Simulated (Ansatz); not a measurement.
# C4H5N: a ladder of functionals and wavefunction methods

An exercise on one series of results from a longer session: the logs are not shown, and one member is left open.

Computed with Ansatz 0.2.0, Gaussian basis. Level: functionals in def2-TZVPP, the program's frozen cores in correlated methods.

Levels to be run: LDA (SPW92), PBE-D4, revPBE-D4, BLYP-D4, r2SCAN-D4, B97M-V, PBE0-D4, B3LYP-D4, r2SCANh-D4, r2SCAN0-D4, HSE06-D4, BHLYP-D4, CAM-B3LYP-D4, LC-ωPBE, ωB97X-V, ωB97M-V, B2PLYP, PBE-QIDH; CCSD(T)/def2-SVP; CCSD(T)/def2-TZVPP; CCSD(T)/def2-QZVPP; extrapolation to the limit; RPA on PBE.

## The geometry

An earlier PBE0-D4 in a triple-zeta def2 set relaxation fixed the geometry.

SMILES `C/C=C\C#N`, 10 atoms, charge 0, spin multiplicity 1.

Atoms are counted from 1 here; the program's logs count them from 0.

Bond lengths: C1–C2 1.482 Å, C1–H6 1.094 Å, C1–H7 1.090 Å, C1–H8 1.094 Å, C2–C3 1.335 Å, C2–H9 1.087 Å, C3–C4 1.422 Å, C3–H10 1.084 Å, C4–N5 1.153 Å. Angles: C2–C1–H6 110.3°, C2–C1–H7 112.1°, C2–C1–H8 110.3°, H6–C1–H7 108.7°, H6–C1–H8 106.5°, H7–C1–H8 108.8°, C1–C2–C3 125.9°, C1–C2–H9 117.0°, C3–C2–H9 117.1°, C2–C3–C4 122.8°, C2–C3–H10 121.1°, C4–C3–H10 116.1°, C3–C4–N5 179.4°.

The first run:

Contents of in.yaml:

```yaml
crystal:
  periodic: [false, false, false]
  atoms:
    - {symbol: C, position_ang: [-0.926939, -0.810019, 0.417630]}
    - {symbol: C, position_ang: [0.390849, -0.178198, 0.665612]}
    - {symbol: C, position_ang: [1.008584, 0.687719, -0.140913]}
    - {symbol: C, position_ang: [0.454023, 1.119953, -1.376673]}
    - {symbol: N, position_ang: [0.014793, 1.477691, -2.380499]}
    - {symbol: H, position_ang: [-1.623289, -0.564825, 1.225528]}
    - {symbol: H, position_ang: [-1.362908, -0.491165, -0.529440]}
    - {symbol: H, position_ang: [-0.830069, -1.900046, 0.411299]}
    - {symbol: H, position_ang: [0.899640, -0.444303, 1.588124]}
    - {symbol: H, position_ang: [1.975306, 1.103193, 0.119342]}
basis:
  gaussian: {orbitals: def2-TZVPP}
hamiltonian: {xc: lda}
output: {orbitals: {seedname: orbitals}}
```

Started as:

```console
$ ansatz run in.yaml --threads 2 --pin off --events-out ev --progress --plain --max-ram 20480MiB --backend cpu
```

Steps of the session up to this table: LDA; PBE-D4 (GGA); revPBE-D4 (GGA); BLYP-D4 (GGA); r2SCAN-D4 (meta-GGA); B97M-V (meta-GGA); PBE0-D4 (hybrid); B3LYP-D4 (hybrid); r2SCANh-D4 (hybrid); r2SCAN0-D4 (hybrid); HSE06-D4 (hybrid); BHLYP-D4 (hybrid); CAM-B3LYP-D4 (range-separated); LC-ωPBE (range-separated); ωB97X-V (range-separated); ωB97M-V (range-separated); B2PLYP (double hybrid); PBE-QIDH (double hybrid).

One of the session's tables, all rows but one given; the rest of the session is left out.

It belongs to the step «Frontier levels by functional». 

```
  functional  HOMO (eV)  gap (eV)
 LDA (SPW92)      -7.05      4.51
      PBE-D4      -6.86      4.56
   revPBE-D4      -6.79      4.57
     BLYP-D4      -6.70      4.54
   r2SCAN-D4      -7.06      4.91
      B97M-V      -7.03      5.00
     PBE0-D4      -7.97      6.62
    B3LYP-D4      -7.75      6.19
  r2SCANh-D4      -7.48      5.68
  r2SCAN0-D4      -8.11      6.85
    HSE06-D4          ?         ?
    BHLYP-D4      -8.93      8.68
CAM-B3LYP-D4      -9.26      9.05
     LC-ωPBE     -10.62     11.54
     ωB97X-V     -10.22     11.09
     ωB97M-V     -10.12     10.91
```

Estimate the missing values for HSE06-D4.

**Answer.** HOMO (eV): -7.57; gap (eV): 5.85. In the column «HOMO (eV)» it lies between B3LYP-D4 (-7.75) and r2SCANh-D4 (-7.48).
